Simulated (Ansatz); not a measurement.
Take PtSe₂ in the CdI2 type structure (space group P-3m1, No. 164; a = 3.772 Å, c = 4.817 Å; layered) as the base.

Levels (all Ansatz, a first-principles code, PAW, earlier PAW set): PBE-D3(BJ) (420 eV, scalar-relativistic without spin-orbit coupling); r2SCAN+rVV10 (500 eV, without spin-orbit coupling).

Levels that relaxed their own cell: PBE-D3(BJ) and r2SCAN+rVV10.

| level | lattice parameter a | lattice parameter c |
|---|---|---|
| PBE-D3(BJ) | 3.772 Å | 4.817 Å |
| r2SCAN+rVV10 | 3.730 Å | 5.252 Å |

Measured: lattice parameter a 3.727 Å (temperature not stated; as listed in Torbjörn Björkman, The Journal of Chemical Physics (2014)); lattice parameter c 5.074 Å (temperature not stated; corrected from measurement; as listed in Torbjörn Björkman, The Journal of Chemical Physics (2014)).

Computed minus measured — lattice parameter a: PBE-D3(BJ) +1.2 %, r2SCAN+rVV10 +0.1 % (closest: r2SCAN+rVV10); lattice parameter c: PBE-D3(BJ) -5.1 %, r2SCAN+rVV10 +3.5 % (closest: r2SCAN+rVV10). Measured values not marked as corrected hold thermal and zero-point effects that the static-lattice runs lack. A miss this large can also come from another phase or magnetic state, or from a fault of the measured value.

Whether these cells are dynamically stable was not tested. The final runs are not spin-polarised.
